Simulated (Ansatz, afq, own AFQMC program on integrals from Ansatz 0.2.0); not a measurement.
Atomization energy of BH₄, doublet, worked out

```yaml
atoms:
  - { symbol: B, position_ang: [0.0000, 0.0000, 0.0000] }
  - { symbol: H, position_ang: [0.4147, 0.8125, 0.8107] }
  - { symbol: H, position_ang: [-0.4243, -0.8077, 0.8105] }
  - { symbol: H, position_ang: [-0.4128, 0.8086, -0.8154] }
  - { symbol: H, position_ang: [0.4225, -0.8134, -0.8057] }
```

Basis cc-pVTZ. Only valence electrons are correlated. Integrals, coupled cluster, full CI and functionals: Ansatz 0.2.0; the random walks run on the same integrals in our own AFQMC program. ph-AFQMC/CISD is guided by a CISD state made of CCSD amplitudes; releasing the constraint for a short imaginary time cuts its bias at the price of noise, slowly where states lie close. Error bars are statistical, one sigma.

Total energies in eV. CBS is CCSD(T) at the limit of def2-TZVPP/QZVPP (extrapolated itself); the highest rung of each member is named.

Cautions: BH₄ (doublet): the released energies are still falling, so no released level is given (meV from the phaseless value at times in 1/Eh: -5 ± 3 at 0.24, -5 ± 3 at 0.50, -10 ± 3 at 1.00, -11 ± 3 at 1.50), though the last usable value meets CCSDT(Q) within the noise.

| member | count | CCSD(T)/cc-pVTZ | highest rung in cc-pVTZ | which | CCSD(T)/CBS |
| --- | --- | --- | --- | --- | --- |
| B (doublet) | +1 | -669.3484 | -669.3598 | FCI | -669.4648 |
| H (doublet) | +4 | -13.6005 | -13.6005 | FCI | -13.6059 |
| BH₄, doublet | -1 | -736.1239 | -736.1491 | CCSDT(Q) | -736.4952 |

Work out the best estimate of the atomization energy: the CCSD(T)/CBS difference plus the step from CCSD(T) to the highest rung.

Sums with the counts: CCSD(T)/CBS 12.6068 eV, highest rung 12.3873 eV, CCSD(T)/cc-pVTZ 12.3735 eV. The step is 12.3873 − 12.3735 = 0.0138 eV, so the best estimate is 12.6068 + (0.0138) = 12.6206 eV = 291.0 kcal/mol. The basis set is worth 0.233 eV of it. Zero-point, core-correlation and spin–orbit terms aren't in it.

Best estimates are given only where the step beyond CCSD(T) is under 0.3 eV and no member's determinant is very poor (T1 over 0.05, or 0.07 for open shells, ⟨S²⟩ too high by 0.3, two states mixed), so the hardest cases are missing from such tables.

CCSDT and higher add their correlation energy to the determinant of the CCSD(T) run, since their own runs factorise the integrals more tightly (a shift of under 2 meV). Each member of a difference takes its own highest rung, so a best estimate needn't equal the limit plus the step of one row.
